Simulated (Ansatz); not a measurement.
Cost and result for the atomization energy of C$_{5}$H$_{12}$O, SMILES `CCCOCC` (18 atoms, 17 bonds).

```xyz
18

C    -2.754   -0.721   -0.200
C    -1.268   -0.623   -0.498
C    -0.683    0.682    0.013
O     0.669    0.879   -0.318
C     1.569    0.115    0.445
C     2.973    0.537    0.094
H    -3.306    0.100   -0.665
H    -2.947   -0.679    0.876
H    -3.175   -1.656   -0.575
H    -0.746   -1.471   -0.045
H    -1.090   -0.682   -1.577
H    -0.817    0.750    1.105
H    -1.225    1.522   -0.433
H     1.438   -0.958    0.249
H     1.374    0.275    1.518
H     3.121    1.597    0.307
H     3.700   -0.039    0.672
H     3.168    0.371   -0.967
```

The species carries charge 0 and has multiplicity 1. Geometry: relaxed with PBE0-D4/def2-TZVP. It is one conformer, not always the lowest. Program: Ansatz. All runs use 2 threads of an AMD EPYC 7R13 on a shared host and a share of an NVIDIA H100 80 GB. Times are those of one run each, without the atoms' runs, and a repeat can differ threefold. Electronic energies, without spin–orbit coupling; frozen cores. CCSD(T)/CBS adds CCSD(T) − MP2 in def2-TZVPP to the MP2 limit, and its time is that of the two runs behind it. T1 = 0.010. B3LYP takes the VWN-RPA correlation (the form of Gaussian; ORCA's B3LYP/G).

CCSD(T)/CBS is a level of theory with its own doubt, some kJ/mol a heavy atom from the limit and from the frozen cores, so smaller differences don't rank the functionals.

| level | functions | wall time |
| --- | --- | --- |
| PBE-D4/def2-TZVPP (with forces) | 354 | 2.9 s |
| PBE0-D4/def2-TZVPP | 354 | 2.9 s |
| ωB97X-V/def2-TZVPP | 354 | 3.4 s |
| r2SCAN-D4/def2-TZVPP (with forces) | 354 | 3.5 s |
| B3LYP-D4/def2-TZVPP (with forces) | 354 | 3.8 s |
| B2PLYP/def2-TZVPP | 354 | 4.5 s |
| MP2/def2-QZVPP | 702 | 6.5 s |
| ωB97M-V/def2-TZVPP (with forces) | 354 | 7.5 s |
| CCSD(T)/def2-TZVPP | 354 | 9.5 s |
| CCSD(T)/CBS(def2) | – | 16 s |

Question: What atomization energy does each give, and how far from CCSD(T)/CBS? (Estimate.)

Answer: Computed: 
```
                             level  atomization (kJ/mol)  difference from CCSD(T)/CBS  per bond
   PBE-D4/def2-TZVPP (with forces)                7184.3                        129.0       7.6
                PBE0-D4/def2-TZVPP                7091.7                         36.4       2.1
                ωB97X-V/def2-TZVPP                7064.6                          9.3       0.5
r2SCAN-D4/def2-TZVPP (with forces)                7067.5                         12.2       0.7
 B3LYP-D4/def2-TZVPP (with forces)                7060.1                          4.8       0.3
                 B2PLYP/def2-TZVPP                6990.2                        -65.1      -3.8
                    MP2/def2-QZVPP                7060.3                          5.0       0.3
  ωB97M-V/def2-TZVPP (with forces)                7072.4                         17.1       1.0
                CCSD(T)/def2-TZVPP                6904.8                       -150.5      -8.8
                 CCSD(T)/CBS(def2)                7055.3                          0.0       0.0
```

In def2-TZVPP, CCSD(T) changes the Hartree–Fock value by +1627.0 kJ/mol (the triples alone add +83.4 kJ/mol) and MP2 by +1694.2 kJ/mol; breaking electron pairs costs correlation energy, which Hartree–Fock lacks. From PBE to PBE0 (25 % exact exchange), in def2-TZVPP and without D4, the atomization energy moves by −87.7 kJ/mol: exact exchange takes away binding that semilocal exchange gives to molecules. The D4 term adds +47.6 kJ/mol with B3LYP and +25.4 kJ/mol with PBE0; it sums over pairs of atoms, weighted by their polarisabilities, and B3LYP, whose exchange is more repulsive, gets the larger term.
